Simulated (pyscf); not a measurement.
Routes from `[SiH][NH][SiH3]` [singlet] + `[H][H]`

Candidate steps break at most two bonds and form at most two. Each was searched with GFN2-xTB (tblite) first. Optimised with ωB97X-D3(BJ)/def2-SVP in PySCF. Energies: ωB97M-D3(BJ)/def2-TZVP, kJ/mol, from the separated reactants, singlet surface; ΔG‡ with ideal gas, 1 atm, RRHO with modes under 100 cm⁻¹ raised to 100, one conformer, R ln 2 for chiral ones without a mode under 150 cm⁻¹.

| products | type | ΔE‡ | ΔE | ΔG‡ 298 K | ΔG‡ 900 K | ν‡ (cm⁻¹) |
|---|---|---|---|---|---|---|
| HN=SiH₂ + SiH₄ | concerted two-bond exchange | 222.3 | +97.8 | 258.8 | 339.5 | 1226i |
| H₂N–SiH: [singlet] + SiH₄ | four-centre exchange | 244.6 | +21.9 | 280.6 | 355.7 | 1438i |

Plain bond fissions and candidates not yet searched are not listed, and one of them may be faster. Each barrier is that of the saddle found; lower ones may exist.
